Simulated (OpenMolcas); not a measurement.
# NB⁺ in OpenMolcas, from active space to Ω levels

Which states of NB⁺ lie lowest, and how does spin–orbit coupling split them?

Computed with OpenMolcas 26.06. Level: SA-CASSCF(7,8), XMS-CASPT2, RASSI; ANO-RCC-VTZP.

All values are calculated.

### 1 Input

C2 symmetry about the axis (a holds Σ, Δ, Γ; b holds Π, Φ, H; Σ⁺ and Σ⁻ are not told apart); roots by multiplicity and irrep: 4a 4, 2b 8, 2a 5, 4b 4, 6b 2.

Active shells: N 2s 2p, B 2s 2p.

Input file m.inp:

```
&GATEWAY
Coord
2
angstrom
N 0.0 0.0 0.0
B 0.0 0.0 1.4460
Basis=ANO-RCC-VTZP
Group=XY
RX2C
AMFI
ANGMom
0.0 0.0 0.0
RICD
&SEWARD
&GUESSORB
&RASSCF
FileOrb=$CurrDir/o41.orb
Symmetry=1
Spin=4
nActEl=7 0 0
Inactive=2 0
RAS2=4 4
CIRoot=4 4 1
Linear
Iterations=120 100
OrbListing=Nothing
PRWF=0.15
>>COPY $Project.RasOrb $CurrDir/o41.orb
>>COPY $Project.rasscf.h5 $CurrDir/r41.h5
&CASPT2
XMultistate=all
Imaginary=0.2
IPEA=0.25
MaxIter=40
>>COPY $Project.JobMix JOB001
&RASSCF
FileOrb=$CurrDir/o22.orb
Symmetry=2
Spin=2
nActEl=7 0 0
Inactive=2 0
RAS2=4 4
CIRoot=8 8 1
Linear
Iterations=120 100
OrbListing=Nothing
PRWF=0.15
>>COPY $Project.RasOrb $CurrDir/o22.orb
>>COPY $Project.rasscf.h5 $CurrDir/r22.h5
&CASPT2
XMultistate=all
Imaginary=0.2
IPEA=0.25
MaxIter=40
>>COPY $Project.JobMix JOB002
&RASSCF
FileOrb=$CurrDir/o21.orb
Symmetry=1
Spin=2
nActEl=7 0 0
Inactive=2 0
RAS2=4 4
CIRoot=5 5 1
Linear
Iterations=120 100
OrbListing=Nothing
PRWF=0.15
>>COPY $Project.RasOrb $CurrDir/o21.orb
>>COPY $Project.rasscf.h5 $CurrDir/r21.h5
&CASPT2
XMultistate=all
Imaginary=0.2
IPEA=0.25
MaxIter=40
>>COPY $Project.JobMix JOB003
&RASSCF
FileOrb=$CurrDir/o42.orb
Symmetry=2
Spin=4
nActEl=7 0 0
Inactive=2 0
RAS2=4 4
CIRoot=4 4 1
Linear
Iterations=120 100
OrbListing=Nothing
PRWF=0.15
>>COPY $Project.RasOrb $CurrDir/o42.orb
>>COPY $Project.rasscf.h5 $CurrDir/r42.h5
&CASPT2
XMultistate=all
Imaginary=0.2
IPEA=0.25
MaxIter=40
>>COPY $Project.JobMix JOB004
&RASSCF
FileOrb=$CurrDir/o62.orb
Symmetry=2
Spin=6
nActEl=7 0 0
Inactive=2 0
RAS2=4 4
CIRoot=2 2 1
Linear
Iterations=120 100
OrbListing=Nothing
PRWF=0.15
>>COPY $Project.RasOrb $CurrDir/o62.orb
>>COPY $Project.rasscf.h5 $CurrDir/r62.h5
&CASPT2
XMultistate=all
Imaginary=0.2
IPEA=0.25
MaxIter=40
>>COPY $Project.JobMix JOB005
&RASSI
Nr of JobIphs=5 4 8 5 4 2
1 2 3 4
1 2 3 4 5 6 7 8
1 2 3 4 5
1 2 3 4
1 2
SpinOrbit
EJob
Omega
MEES
MESO
Properties=4
'AngMom' 3 'Mltpl  1' 1 'Mltpl  1' 2 'Mltpl  1' 3
Thrs=1.0d-4
>>COPY $Project.rassi.h5 $CurrDir/so.h5
```

Each module block was a call of its own in one work directory; start orbitals came from a preliminary run.

Started as:

```bash
pymolcas m.inp
```

### 2 The spin-free blocks

After this run come: From Λ–S states to Ω levels.

What does the calculation give? Wanted: lowest spin-free state; next spin-free state; lowest level; next level; lowering by spin–orbit coupling.

**Answer**, as computed:

| quantity | value |
| --- | --- |
| lowest spin-free state | (1)4Σ |
| next spin-free state | (1)2Π, 0.603 eV |
| lowest level | Ω = 1/2, 100 % (1)4Σ |
| next level | Ω = 3/2, 0 cm⁻¹ |
| lowering by spin–orbit coupling | 0 cm⁻¹ |

**Reading.** At 1.446 Å the lowest computed level has Ω = 1/2 and is 100 % (1)4Σ. The levels that stem mainly from (1)4Σ spread over 0 cm⁻¹. Only the spin multiplicities and numbers of roots in the input were computed, so the list of states is not complete and the lowest one found need not be the ground state; labels number the states computed.
